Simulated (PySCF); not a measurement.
# The first ionisation energy along the second row

All values are computed (PySCF 2.14, energy differences of UHF-based or UKS calculations, no spin-orbit coupling). Values in eV. The last column holds reference values (NIST; (s) semi-empirical, (t) theoretical, else measured). Unmarked ones compare directly (S terms, centres of terms, or small fine structure); those marked * lie between the lowest fine-structure levels and include a spin-orbit shift.

```
                         element               configurations  SCS-MP2 (valence)  CCSD (valence)  CCSD(T) (valence)     LDA     PBE    PBE0  reference
Li (x2c-QZVPPall, spin-free X2C)               [He] 2s1 → 1s2                n/a             n/a                n/a   5.474   5.586   5.569      5.392
Be (x2c-QZVPPall, spin-free X2C)          [He] 2s2 → [He] 2s1              8.974           9.292              9.292   9.027   8.998   8.972      9.323
 B (x2c-QZVPPall, spin-free X2C)      [He] 2s2 2p1 → [He] 2s2              8.258           8.191              8.230   8.643   8.669   8.644      8.297
 C (x2c-QZVPPall, spin-free X2C)  [He] 2s2 2p2 → [He] 2s2 2p1             11.141          11.170             11.200  11.686  11.533  11.508     11.262
 N (x2c-QZVPPall, spin-free X2C)  [He] 2s2 2p3 → [He] 2s2 2p2             14.338          14.457             14.484  14.998  14.718  14.692     14.545
 O (x2c-QZVPPall, spin-free X2C)  [He] 2s2 2p4 → [He] 2s2 2p3             13.518          13.425             13.473  13.983  14.040  13.830     13.608
 F (x2c-QZVPPall, spin-free X2C)  [He] 2s2 2p5 → [He] 2s2 2p4             17.343          17.232             17.290  17.935  17.629  17.423     17.427
Ne (x2c-QZVPPall, spin-free X2C)          [Ne] → [He] 2s2 2p5             21.523          21.393             21.458  22.160  21.628  21.422     21.597
```

```
           method  elements  mean error (eV)  mean absolute error (eV)  largest error (eV)
SCS-MP2 (valence)         7           -0.138                     0.138              -0.349
   CCSD (valence)         7           -0.128                     0.128              -0.204
CCSD(T) (valence)         7           -0.090                     0.090              -0.139
              LDA         8            0.307                     0.381               0.563
              PBE         8            0.169                     0.250               0.431
             PBE0         8            0.076                     0.208              -0.351
```

Errors include the incompleteness of the basis and the frozen core.

"Valence" correlates the outer s and p shells and, in groups 3 to 12 and the f block, the outer d or f shell, open or full, or the next shell where the ion has no valence electron left; the wider scheme adds the next inner shell.
